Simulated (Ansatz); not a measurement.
## Worked example: correlation energy of CHSi2, doublet

Geometry: displaced at random from a stationary point.

```yaml
atoms:
  - { symbol: C, position_ang: [0.1028, -1.0258, -0.0064] }
  - { symbol: Si, position_ang: [-0.0620, 0.2749, 1.2189] }
  - { symbol: Si, position_ang: [0.0146, 0.2424, -1.2167] }
  - { symbol: H, position_ang: [0.0977, -2.1905, 0.0152] }
```

Basis cc-pVDZ; Ansatz 0.2.0. Correlated methods freeze the noble-gas cores, which leaves 13 electrons in 44 orbitals. Prefix R: restricted or restricted open-shell reference; prefix U: unrestricted.

Full CI isn't at hand for all of this; UCCSDT(Q) serves as the reference, and is uncertain by about the last step of the cluster series.

Runs differ by some tens of microhartree through their thresholds and, for an open shell, their frozen cores, so steps under 0.03 kcal/mol mean nothing.

| level | total energy (hartree) |
| --- | --- |
| UHF | -616.210996 |
| UMP2 | -616.491285 |
| UCCSD | -616.523504 |
| UCCSD(T) | -616.539643 |
| UCCSDT | -616.540846 |
| UCCSDT(Q) | -616.542399 |

Question: What is the correlation energy at UCCSDT(Q), and what share of it do UMP2 and UCCSDT recover?

Answer: E(corr) = -616.542399 − (-616.210996) = -0.331403 hartree = -9.018 eV. UMP2: -0.280289 / -0.331403 = 84.58 %. UCCSDT: -0.329850 / -0.331403 = 99.53 %.

Question: By how many kcal/mol does UCCSD(T) miss UCCSDT(Q) (1 hartree = 627.509 kcal/mol), and which steps make up the rest?

Answer: -616.539643 − (-616.542399) = 0.002756 hartree = 1.73 kcal/mol. Steps: UCCSDT − UCCSD(T) = -0.75, UCCSDT(Q) − UCCSDT = -0.97 kcal/mol. Differences between like states or geometries often cancel part of this.
